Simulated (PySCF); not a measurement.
# H₂ClO−, an ion with solvent molecules: interaction energy

The task here is to estimate one member of a computed series from the others.

Computed with PySCF 2.14.0; each step states its level. No surroundings beyond the atoms listed, unless a continuum is named. Atoms count from 0, parts from 1.

## The system as given

4 atoms, charge -1, multiplicity 1; geometry: GFN2-xTB. Parts: 1 = atom 0, `[Cl-]`, charge -1; 2 = atoms 1–3, `O`, charge 0.

The first run:

The job: settings as JSON, then the geometry in Å.

```
{"job": {"xc": "PBE0", "basis": "def2-TZVPD", "d3": "d3bj", "grid": 3, "kind": "geom", "shake": 0.01}, "charge": -1, "multiplicity": 1, "parts": [{"atoms": "0-0", "charge": -1, "multiplicity": 1}, {"atoms": "1-3", "charge": 0, "multiplicity": 1}]}
Cl     0.001086     0.019018    -0.042547
O     -1.993004    -1.302707    -1.913540
H     -1.641725    -2.161815    -1.709374
H     -1.402222    -0.694190    -1.364313
```

The run is started by

```console
> OMP_NUM_THREADS=1 python cluster_run.py task.json out
```

One launch serves the whole session: the jobs run in the order shown.

Among the steps run: Optimising the geometry at PBE0-D3(BJ)/def2-TZVPD; Coupled-cluster interaction energy: CCSD(T) and MP2, 2.12 Å; Coupled-cluster interaction energy: CCSD(T) and MP2, 2.23 Å; Coupled-cluster interaction energy: CCSD(T) and MP2, 2.33 Å; Coupled-cluster interaction energy: CCSD(T) and MP2, 2.02 Å; Coupled-cluster interaction energy: CCSD(T) and MP2, 2.65 Å; Coupled-cluster interaction energy: CCSD(T) and MP2, 1.91 Å; Coupled-cluster interaction energy: CCSD(T) and MP2, 3.18 Å; Coupled-cluster interaction energy: CCSD(T) and MP2, 4.24 Å.

One of the session's tables, all rows but one given; the rest of the session is left out.

It belongs to the step «Coupled-cluster interaction energy: CCSD(T) and MP2, 4.24 Å». 

| method | interaction energy (kcal/mol) |
| --- | --- |
| HF/aug-cc-pVDZ | -5.29 |
| MP2/aug-cc-pVDZ | -5.16 |
| CCSD/aug-cc-pVDZ | -5.12 |
| CCSD(T)/aug-cc-pVDZ | -5.10 |
| HF/aug-cc-pVQZ | -5.27 |
| MP2/aug-cc-pVQZ | ? |
| SCS-MP2/aug-cc-pVQZ | -5.15 |
| MP2, extrapolated | -5.21 |
| CCSD(T), limit estimate | -5.16 |

**Question.** Estimate the row for MP2/aug-cc-pVQZ.

The run gave: interaction energy (kcal/mol): -5.20. In the column «interaction energy (kcal/mol)» it lies between MP2, extrapolated (-5.21) and MP2/aug-cc-pVDZ (-5.16).
